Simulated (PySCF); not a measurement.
Isomers of [C6H9]+, one conformer each. Method: core-valence-separated Tamm–Dancoff BHandHLYP/aug-pcX-1 (pcseg-1 on H) in PySCF, non-relativistic, gas phase, PBE0-D3(BJ)/def2-SVP geometry. Absolute energies from this functional tend to lie a few eV below measured edges; no shift was applied.

P. `CC(C)[c+]1cc1`
Q. `C[C@H]1[CH+]C=CC1`

Main lines, eV (oscillator strength):
1. C K: 282.7 (0.136), 282.9 (0.113), 286.0 (0.028), 286.8 (0.062), 286.9 (0.054)
2. C K: 280.9 (0.066), 280.9 (0.091), 283.7 (0.070), 286.3 (0.013), 286.5 (0.009)
Listed: the first five lines at most of each edge with a tenth or more of its strongest line's intensity; roots within 0.03 eV on the same or equivalent atoms are summed. Only the lowest roots were sought, and the top ones are left out.

Task: Which spectrum belongs to which isomer?

Result: 1 = P, 2 = Q.
- P: first C line listed at 282.7 eV, hole on the unsaturated ring CH carbon.
- Q: first C line listed at 280.9 eV, hole on the carbon bonded to 2 C and H.

Task: What are the ground-state energies of the isomers at BHandHLYP/aug-pcX-1 (pcseg-1 on H), relative to the lowest?

Result: P 112.2, Q 0.0 kJ/mol (electronic energies on these geometries, no dispersion or zero-point terms).
